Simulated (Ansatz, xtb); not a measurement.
**Two isomers of C5H5Cl**

Structure X is `C#C[C@@H]1C[C@@H]1Cl`, a singlet and structure Y is `C#CC1(Cl)CC1`, a singlet. Both are isolated molecules in the gas phase, relaxed with PBE0-D3(BJ)/def2-SVP.

Task: Estimate which is lower in electronic energy at CCSD(T)/def2-SVP + ΔMP2/def2-TZVPP, and by roughly how much.

Result: CCSD(T)/def2-SVP + ΔMP2/def2-TZVPP gives E(Y) − E(X) = +0.011 eV, slightly favouring structure X, which is too small a margin to settle the true order.

How the difference moves with the method:

```
                             level              geometry  E(Y) − E(X) (eV)  departure from the last row (eV)  job, with rough time for the two
                          GFN2-xTB              GFN2-xTB              −0.074                            −0.085              optimisation, 0.14 s
                         HF/STO-3G              GFN2-xTB              −0.006                            −0.017              single point, 0.36 s
                r2SCAN-D4/def2-SVP              GFN2-xTB              +0.019                            +0.008               single point, 4.7 s
              PBE0-D3(BJ)/def2-SVP  PBE0-D3(BJ)/def2-SVP              +0.037                            +0.026                optimisation, 39 s
                       HF/def2-SVP  PBE0-D3(BJ)/def2-SVP              +0.046                            +0.035           part of the CCSD(T) run
                      MP2/def2-SVP  PBE0-D3(BJ)/def2-SVP              −0.016                            −0.027           part of the CCSD(T) run
                  CCSD(T)/def2-SVP  PBE0-D3(BJ)/def2-SVP              −0.006                            −0.017                      single point
CCSD(T)/def2-SVP + ΔMP2/def2-TZVPP  PBE0-D3(BJ)/def2-SVP              +0.011                                                  single point, 42 s
```

As drawn, both hold the same kinds of bond in the same numbers.

The largest departure from CCSD(T)/def2-SVP + ΔMP2/def2-TZVPP is that of GFN2-xTB, 0.085 eV. The last row adds to CCSD(T) the change of the MP2 difference between the two basis sets, here +0.017 eV.

With thermal terms from frequencies at re-optimised GFN2-xTB minima (ideal gas, soft modes damped towards free rotors, one conformer each, 298.15 K, 1 atm): the zero-point term adds −0.002 eV; ΔH is +0.011 and ΔG +0.012 eV.

The correlated steps freeze 10 core orbitals. Mirror images aren't counted in ΔG. Codes used: Ansatz 0.2.0, xtb 6.7.1; the last row on 2 threads of Arm Neoverse V1 on a shared host.
